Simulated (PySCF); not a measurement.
**PH3: calculation against experiment**

**The experiment to reproduce.**

NIST CCCBDB Release 22 (SRD 101), experimental dipoles lists, for the gas: dipole moment (microwave Stark effect) 0.58 D.

How close the calculation comes is told at the end.

Compound: PH3.
Atom-mapped SMILES: `[PH3:1]` (hydrogens: H2, H3, H4 on P1)

Cartesian coordinates in Å at the PBE0-D3(BJ)/def2-SVP level; atoms count from 1:
```
atom  x, y, z in Å
P1    -0.0037    0.0053    0.5048
H2    -0.5815    1.0469   -0.2843
H3     1.1976   -0.0154   -0.2685
H4    -0.6119   -1.0250   -0.2763
```

The PySCF runs (gas phase, on this PBE0-D3(BJ)/def2-SVP geometry; no spin–orbit coupling):

```tsv
level	job	basis functions	wall time
PBE0-D3(BJ)/def2-SVP, grid level 1	geometry optimisation from a GFN2-xTB start	33	1.0 s
B3LYP/pcSseg-2	shieldings	85	1.0 s
B97-D/pcSseg-2	shieldings	85	1.4 s
BLYP/pcSseg-2	shieldings	85	1.3 s
BP86/pcSseg-2	shieldings	85	1.3 s
KT2/pcSseg-2	shieldings	85	1.3 s
KT3/pcSseg-2	shieldings	85	1.3 s
LDA/pcSseg-2	shieldings	85	1.0 s
OPBE/pcSseg-2	shieldings	85	1.4 s
PBE/pcSseg-2	shieldings	85	1.4 s
PBE0/pcSseg-2	shieldings	85	1.1 s
mPW1PW91/pcSseg-2	shieldings	85	0.95 s
```

Hardware: one thread, Arm Neoverse V2 (aarch64), no GPU, on a shared host.

Results beside the measurements:

**Dipole moment.** Measured: 0.58 D (NIST CCCBDB Release 22 (SRD 101), experimental dipoles).

| level | computed (D) | computed − measured (D) | % (from the printed values) |
| --- | --- | --- | --- |
| PBE0-D3(BJ)/def2-SVP | 0.91 | +0.33 | +57 |
| B3LYP/pcSseg-2 | 0.67 | +0.09 | +16 |
| B97-D/pcSseg-2 | 0.71 | +0.13 | +22 |
| BLYP/pcSseg-2 | 0.66 | +0.08 | +14 |
| BP86/pcSseg-2 | 0.75 | +0.17 | +29 |
| KT2/pcSseg-2 | 0.74 | +0.16 | +28 |
| KT3/pcSseg-2 | 0.70 | +0.12 | +21 |
| LDA/pcSseg-2 | 0.86 | +0.28 | +48 |
| OPBE/pcSseg-2 | 0.83 | +0.25 | +43 |
| PBE/pcSseg-2 | 0.76 | +0.18 | +31 |
| PBE0/pcSseg-2 | 0.77 | +0.19 | +33 |
| mPW1PW91/pcSseg-2 | 0.76 | +0.18 | +31 |

12 of the 13 levels run are shown, the closest and the furthest among them. All 13 levels lie above the measurement. The computed dipoles belong to one fixed geometry; measured ones are averaged over vibrations unless marked μe. Magnitudes are compared, not signs.

No measured geometry was used, and the causes of the misses weren't examined.
